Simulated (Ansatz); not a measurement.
We consider 1T (CdI2-type) CdI2, described by PBEsol (Ansatz, an electronic-structure program, PAW).

Numerical settings: plane-wave cutoff 520 eV, 12×12×6 k mesh (along the axes of the cell as run), perturbation theory, scalar-relativistic PAW data made under PBE.

Cell (measured lattice):

```cif
data_CdI2
_chemical_formula_sum 'Cd1 I2'
_space_group_name_H-M_alt 'P 1'
_space_group_IT_number 1
_cell_length_a 4.24400
_cell_length_b 4.24400
_cell_length_c 6.85900
_cell_angle_alpha 90.000
_cell_angle_beta 90.000
_cell_angle_gamma 120.000
loop_
_space_group_symop_operation_xyz
  'x, y, z'
loop_
_atom_site_label
_atom_site_type_symbol
_atom_site_fract_x
_atom_site_fract_y
_atom_site_fract_z
_atom_site_occupancy
Cd1 Cd 0.00000 0.00000 0.00000 1
I1 I 0.66667 0.33333 0.24654 1
I2 I 0.33333 0.66667 0.75346 1
```

### Question
Predict the high-frequency dielectric constant (mean over three axes) and static dielectric constant (mean over three axes).

### Answer

- high-frequency dielectric constant (mean over three axes) = 5.39
- static dielectric constant (mean over three axes) = 10.5

Note: the cell isn't this level's own, so it is under some stress, which shifts stiffness and frequencies.

Spin–orbit coupling is not included.

It cost very roughly 70 core-minutes of CPU time.
